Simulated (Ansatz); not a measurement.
Ti₃Sn (Cmcm)

The calculation used DFT PBEsol, scalar-relativistic, plane waves, PAW (Ansatz).

Plane waves to 420 eV, a k mesh through Γ of 8×8×8 on the computed 8-atom cell and Gaussian smearing (0.10 eV); no spin polarisation.

The structure is relaxed at this level of theory with its symmetry kept. Whether it is the stable form of this composition wasn't checked.

```xyz
8
Lattice="2.8459 -5.1932 0.0000 2.8459 5.1932 0.0000 0.0000 0.0000 4.6913" Properties=species:S:1:pos:R:3 pbc="T T T"
Ti    2.8459    3.3502    3.5185
Ti    2.8459   -3.3502    1.1728
Ti    1.3731    0.7622    3.5185
Ti    1.3731   -0.7622    1.1728
Ti    4.3187   -0.7622    1.1728
Ti    4.3187    0.7622    3.5185
Sn    2.8459   -1.7387    3.5185
Sn    2.8459    1.7387    1.1728
```

```json
{
  "Space group": "Cmcm (No. 63)",
  "Volume per atom": "17.33 Å³",
  "Formation energy from the elements' standard states (uncorrected)": "-0.352 eV/atom",
  "Kohn–Sham band gap": "none (metal)",
  "Density of states at the Fermi level": "6.99 states/eV per cell",
  "Löwdin character within 0.5 eV of the Fermi level": "Ti 3d 90 %",
  "Bulk modulus": "126 GPa",
  "Its pressure derivative": "4.1",
  "Bader charges (e)": "Ti (2 in the cell) 0.54, Ti (4 in the cell) 0.48, Sn (2 in the cell) -1.49"
}
```